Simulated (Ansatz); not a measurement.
Reaction (homolysis of the Al–S bond): `[F][AlH][SH]` → `[F][AlH]`• + `[SH]`•

Program: Ansatz. Geometries: PBE0-D4/def2-TZVP. ΔE: electronic, gas phase. CBS: def2 TZ/QZ extrapolation, frozen cores. Functionals use def2-TZVPP. B3LYP here is the variant with VWN-RPA as its local correlation; programs differ in this. HSE06 is defined as in plane-wave codes. No spin–orbit coupling; open shells (•) take unrestricted orbitals. One conformer a species, not always the lowest.

```csv
level,ΔE (eV),difference from CCSD(T)/CBS
LDA (SPW92),4.66,0.33
PBE-D4,4.16,-0.17
revPBE-D4,4.03,-0.30
BLYP-D4,4.00,-0.33
r2SCAN-D4,4.15,-0.18
B97M-V,4.32,-0.01
PBE0-D4,4.16,-0.17
B3LYP-D4,4.07,-0.26
r2SCANh-D4,4.13,-0.20
HSE06-D4,4.16,-0.17
BHLYP-D4,4.05,-0.28
CAM-B3LYP-D4,4.10,-0.23
ωB97M-V,4.34,0.01
B2PLYP,4.11,-0.22
PBE-QIDH,4.24,-0.09
PBE,4.11,-0.22
BLYP,3.90,-0.43
r2SCAN,4.14,-0.19
PBE0,4.12,-0.21
B3LYP,3.99,-0.34
r2SCAN0,4.10,-0.23
BHLYP,3.98,-0.35
CAM-B3LYP,4.06,-0.27
LC-ωPBE,4.09,-0.24
RPA@PBE/def2-TZVPP,3.87,-0.46
HF/def2-SVP,3.19,-1.14
MP2/def2-SVP,4.13,-0.20
CCSD/def2-SVP,3.97,-0.36
CCSD(T)/def2-SVP,4.03,-0.30
HF/def2-TZVPP,3.14,-1.19
MP2/def2-TZVPP,4.30,-0.03
SCS-MP2/def2-TZVPP,4.23,-0.10
CCSD(T)/def2-TZVPP,4.18,-0.15
HF/def2-QZVPP,3.12,-1.21
MP2/def2-QZVPP,4.38,0.05
SCS-MP2/def2-QZVPP,4.32,-0.01
CCSD/def2-QZVPP,4.16,-0.17
CCSD(T)/def2-QZVPP,4.26,-0.07
HF/CBS(def2),3.12,-1.21
MP2/CBS(def2),4.45,0.12
CCSD(T)/CBS,4.33,0
```

Problem. What do rigid-rotor, harmonic-oscillator terms from PBE0-D4/def2-TZVP frequencies (298.15 K, 1 bar) make of the CCSD(T)/CBS value? (An estimate is asked.)

Solution. Ansatz gave: ΔZPE = -0.15 eV, ΔH = +4.22 eV, ΔS = 152 J/(mol·K), ΔG = +3.75 eV. Open shells count their whole term as degenerate.

Largest T1 diagnostic among the species: 0.016.

The D4 term adds +0.08 eV with B3LYP and +0.04 eV with PBE0; it sums over pairs of atoms, weighted by their polarisabilities, and B3LYP, whose exchange is more repulsive, gets the larger term. At CCSD(T), def2-SVP lies −0.29 eV from the extrapolated value and def2-TZVPP −0.15 eV: correlation converges slowly with the basis, and small sets miss more of it in the bonded molecule than in its fragments. Leaving LDA and LC-ωPBE aside and taking each functional with its dispersion term where it has one, the values spread over 0.34 eV, from BLYP-D4 to ωB97M-V. LDA lies +0.55 eV from PBE without D4, its usual overbinding.
